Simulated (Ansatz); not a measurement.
# BH$_{2}$⁺, triplet: stretch scan

Starting geometry (PBE0/def2-TZVP stationary point for this spin, not checked as a minimum):

```csv
atom,x (Å),y (Å),z (Å)
B,0.0000,0.0000,-0.1694
H,0.0000,0.7106,0.9083
H,0.0000,-0.7106,0.9083
```

From there H2 moves along the line of the two atoms named below, all else staying in place; atoms are numbered as listed. Energies are in eV, counted from the starting geometry at the same level.

Basis cc-pVTZ; Ansatz 0.2.0. Correlated methods freeze the noble-gas cores. R marks a restricted (for open shells ROHF) determinant, U an unrestricted one. Active spaces: valence = (4e, 6o) chosen from the atoms' valence shells.

Runs in a small pair space aren't shown, since their orbitals change along the scan.

Full CI is exact within this basis and frozen core; it isn't the basis-set limit. The frozen core follows each run's orbitals, which can shift R against U totals by a few meV.

```json
{"distance B1-H2 (Å)": "1.018", "full CI": "0.853", "unpaired electrons (full CI)": "2.01", "error UHF": "-0.073", "error UMP2": "-0.043", "error UCCSD(T)": "-0.003", "error UCCSDT": "0.000", "error NEVPT2 (valence space)": "0.023", "error MRCISD+Q (valence space)": "0.004"}
{"distance B1-H2 (Å)": "1.165", "full CI": "0.132", "unpaired electrons (full CI)": "2.01", "error UHF": "-0.034", "error UMP2": "-0.023", "error UCCSD(T)": "-0.001", "error UCCSDT": "0.000", "error NEVPT2 (valence space)": "0.019", "error MRCISD+Q (valence space)": "0.004"}
{"distance B1-H2 (Å)": "1.291", "full CI": "0.000", "unpaired electrons (full CI)": "2.01", "error UHF": "0.000", "error UMP2": "0.000", "error UCCSD(T)": "0.000", "error UCCSDT": "0.000", "error NEVPT2 (valence space)": "0.000", "error MRCISD+Q (valence space)": "0.000"}
{"distance B1-H2 (Å)": "1.444", "full CI": "0.111", "unpaired electrons (full CI)": "2.02", "error UHF": "0.021", "error UMP2": "0.033", "error UCCSD(T)": "0.002", "error UCCSDT": "0.000", "error NEVPT2 (valence space)": "0.012", "error MRCISD+Q (valence space)": "0.008"}
{"distance B1-H2 (Å)": "1.572", "full CI": "0.287", "unpaired electrons (full CI)": "2.02", "error UHF": "0.006", "error UMP2": "0.057", "error UCCSD(T)": "0.003", "error UCCSDT": "0.000", "error NEVPT2 (valence space)": "0.009", "error MRCISD+Q (valence space)": "0.013"}
{"distance B1-H2 (Å)": "1.789", "full CI": "0.578", "unpaired electrons (full CI)": "2.02", "error UHF": "-0.087", "error UMP2": "0.062", "error UCCSD(T)": "0.004", "error UCCSDT": "0.000", "error NEVPT2 (valence space)": "-0.002", "error MRCISD+Q (valence space)": "0.019"}
{"distance B1-H2 (Å)": "2.108", "full CI": "0.841", "unpaired electrons (full CI)": "2.02", "error UHF": "-0.250", "error UMP2": "0.015", "error UCCSD(T)": "0.002", "error UCCSDT": "0.000", "error NEVPT2 (valence space)": "-0.027", "error MRCISD+Q (valence space)": "0.023"}
{"distance B1-H2 (Å)": "2.403", "full CI": "0.954", "unpaired electrons (full CI)": "2.02", "error UHF": "-0.346", "error UMP2": "-0.019", "error UCCSD(T)": "0.000", "error UCCSDT": "0.000", "error NEVPT2 (valence space)": "-0.049", "error MRCISD+Q (valence space)": "0.022"}
{"distance B1-H2 (Å)": "2.826", "full CI": "1.034", "unpaired electrons (full CI)": "2.02", "error UHF": "-0.411", "error UMP2": "-0.040", "error UCCSD(T)": "-0.002", "error UCCSDT": "0.000", "error NEVPT2 (valence space)": "-0.033", "error MRCISD+Q (valence space)": "0.046"}
{"distance B1-H2 (Å)": "3.412", "full CI": "1.086", "unpaired electrons (full CI)": "2.02", "error UHF": "-0.440", "error UMP2": "-0.047", "error UCCSD(T)": "-0.003", "error UCCSDT": "0.000", "error NEVPT2 (valence space)": "-0.043", "error MRCISD+Q (valence space)": "0.043"}
{"distance B1-H2 (Å)": "4.357", "full CI": "1.114", "unpaired electrons (full CI)": "2.02", "error UHF": "-0.449", "error UMP2": "-0.050", "error UCCSD(T)": "-0.003", "error UCCSDT": "0.000", "error NEVPT2 (valence space)": "-0.046", "error MRCISD+Q (valence space)": "0.042"}
```

Unpaired electrons are Σ n²(2−n)² over natural occupations. Errors are those of relative energies. In total energy the starting point itself misses full CI by: UHF 1.912, UMP2 0.462, UCCSD(T) 0.011, UCCSDT 0.000, NEVPT2 (valence space) 0.255, MRCISD+Q (valence space) 0.014 eV.

Spread of the error over the points with a reference, to 4.357 Å (largest less smallest): UCCSDT 0.001, UCCSD(T) 0.007, MRCISD+Q (valence space) 0.046, NEVPT2 (valence space) 0.073, UMP2 0.112, UHF 0.470 eV.

Going outwards, the relative energy of UHF first misses by more than 0.043 eV (1 kcal/mol) at 1.789 Å.

Going outwards, the relative energy of UMP2 first misses by more than 0.043 eV (1 kcal/mol) at 1.572 Å.

MRCISD+Q (valence space) stays parallel to the reference within 0.046 eV over the points shown.
